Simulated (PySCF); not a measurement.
Some computed properties have been withheld. Give your best values.

2-methyloxazole, C4H5NO.
Numbering: `[CH3:1][c:2]1[n:3][cH:4][cH:5][o:6]1` (hydrogens: H7, H8, H9 on C1; H10 on C4; H11 on C5)

```json
{"property": "point group of the GFN2-xTB geometry", "level": "GFN2-xTB", "value": "?"}
{"property": "rotational constants A, B, C of the GFN2-xTB geometry", "level": "GFN2-xTB", "value": "?"}
{"property": "dipole moment", "level": "PBE0/pcSseg-1", "value": "?"}
{"property": "HOMO energy", "level": "PBE0/pcSseg-1", "value": "-6.98 eV"}
{"property": "LUMO energy", "level": "PBE0/pcSseg-1", "value": "?"}
{"property": "13C chemical shifts (computed TMS as zero) by class", "level": "GIAO PBE0/pcSseg-1", "value": "?"}
{"property": "1H chemical shifts (computed TMS as zero) by class", "level": "GIAO PBE0/pcSseg-1", "value": "7.67 (H11), 7.26 (H10), 2.60 (H7/H8/H9) ppm"}
{"property": "isotropic shieldings of nuclei other than C and H, by class", "level": "GIAO PBE0/pcSseg-1", "value": "?"}
{"property": "largest of the computed one-bond spin–spin couplings (means over like bonds)", "level": "B3LYP/pcJ-1, spin–dipole term left out for some pairs", "value": "?"}
```

Gas-phase values; electronic properties from PySCF, density fitting. Geometry: GFN2-xTB; no solvent or vibrations. NMR classes are plain means over equivalent atoms (diastereotopic ones count apart unless rotation or inversion swaps them), as if these changed places fast; in this geometry the members of some classes differ.

**Question.** The point group of the GFN2-xTB geometry?

**Answer.** Cs.

**Question.** Give the 13C chemical shifts (computed TMS as zero) by class.

**Answer.** 166.0 (C2), 144.3 (C5), 135.1 (C4), 16.5 (C1) ppm.

**Question.** What is the LUMO energy?

**Answer.** 0.09 eV.

**Question.** What are the isotropic shieldings of nuclei other than C and H, by class?

**Answer.** -27 (N3), 15 (O6) ppm.

**Question.** Give the dipole moment.

**Answer.** 1.38 D.

**Question.** What are the largest of the computed one-bond spin–spin couplings (means over like bonds)?

**Answer.** 13C–1H +212.2 (C5–H11), 13C–1H +200.1 (C4–H10), 13C–1H +135.8 (C1–H7 and 2 like it), 13C–13C +72.7 (C4–C5), 13C–13C +67.5 (C1–C2), 17O–13C +34.0 (O6–C2), 17O–13C +22.9 (O6–C5), 15N–13C +2.4 (N3–C4) Hz.

**Question.** The rotational constants A, B, C of the GFN2-xTB geometry?

**Answer.** 9.260, 3.761, 2.720 GHz.

The dipole equals about 4.6 × 10⁻³⁰ C·m (1 D = 3.33564 × 10⁻³⁰ C·m). With B = h/(8π²I), that is 505.379 GHz u Å² over I, the principal moments of inertia are 54.6, 134.4 and 185.8 u Å² (most abundant isotopes); the inertial defect Ic − Ia − Ib is -3.2 u Å² (zero for a rigid planar frame, negative otherwise). The rotational constants make it an asymmetric top with κ = (2B − A − C)/(A − C) = -0.68, nearer the prolate limit (−1).
